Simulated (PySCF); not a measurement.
From one molecule to another.

First species: (CH3)2CHCH2F, C4H9F.
Numbering: `[CH3:1][CH:2]([CH3:3])[CH2:4][F:5]` (hydrogens: H6, H7, H8 on C1; H9 on C2; H10, H11, H12 on C3; H13, H14 on C4)

Geometry (PBE0-D3(BJ)/def2-TZVP, Å), atoms numbered from 1 in this order:
```
atom  x, y, z in Å
C1     1.225   -0.493   -0.597
C2     0.116   -0.105    0.369
C3    -0.101    1.402    0.398
C4    -1.184   -0.789    0.013
F5    -1.051   -2.166    0.069
H6     2.172   -0.031   -0.310
H7     0.985   -0.160   -1.612
H8     1.366   -1.575   -0.622
H9     0.392   -0.439    1.376
H10    0.815    1.917    0.693
H11   -0.386    1.775   -0.590
H12   -0.885    1.685    1.104
H13   -1.494   -0.528   -1.006
H14   -1.981   -0.507    0.709
```

Second species: C4H9F.
Z-matrix (Å and degrees, PBE0-D3(BJ)/def2-TZVP geometry), rows numbered from 1:
```
C 
C   1  1.5138
C   2  1.5137  1  112.06
C   2  1.5139  1  112.12  3  -127.09
F   2  1.4066  1  106.72  3   116.47
H   1  1.0920  2  110.51  3    61.94
H   1  1.0915  2  110.44  3  -178.01
H   1  1.0915  2  110.24  3   -58.01
H   3  1.0922  2  110.48  1   -64.49
H   3  1.0913  2  110.30  1   175.54
H   3  1.0915  2  110.39  1    55.45
H   4  1.0916  2  110.24  1   -56.74
H   4  1.0917  2  110.56  1    63.30
H   4  1.0917  2  110.31  1  -176.59
```

Levels: B97-2/pcSseg-2 for dipole moment, HOMO energy, LUMO energy and HOMO–LUMO gap; PBE0-D3(BJ)/def2-TZVP for rotational constant A and rotational constant C. Geometries: PBE0-D3(BJ)/def2-TZVP. Each structure is a single optimised conformer of the isolated species, non-relativistic unless stated. Electronic properties by PySCF.

The conformers computed, where there is a choice (atom-mapped SMILES and torsion angles):
- `[CH3:1][CH:2]([CH3:3])[CH2:4][F:5]`: C1–C2–C4–F5 61°

(1) Which has the higher LUMO energy?

(2) Which of the two has the higher rotational constant C, and by how much?

(3) Which has the higher dipole moment?

(4) Which of the two has the higher rotational constant A, and by how much?

(5) Which has the higher HOMO energy?

Results:

(1) The first: 0.63 eV against 0.57 eV, a difference of 0.06 eV.

(2) The second: 4.566 GHz against 2.655 GHz, a difference of 1.911 GHz.

(3) The second: 1.95 D against 1.84 D, a difference of 0.11 D.

(4) The first: 7.710 GHz against 4.756 GHz, a difference of 2.954 GHz.

(5) The first: -8.80 eV against -8.87 eV, a difference of 0.07 eV.

On the first: A dipole of 1.84 D is allowed in C1, and pure rotational transitions are dipole-allowed. In atomic units the dipole is 0.72 e·bohr (1 au = 2.5417 D). One conformer (not necessarily the lowest) at the PBE0-D3(BJ)/def2-TZVP geometry, without solvent, vibrations or thermal averaging.

On the second: The dipole equals about 6.5 × 10⁻³⁰ C·m (1 D = 3.33564 × 10⁻³⁰ C·m). Geometry: PBE0-D3(BJ)/def2-TZVP; no solvent, vibrations or thermal averaging.
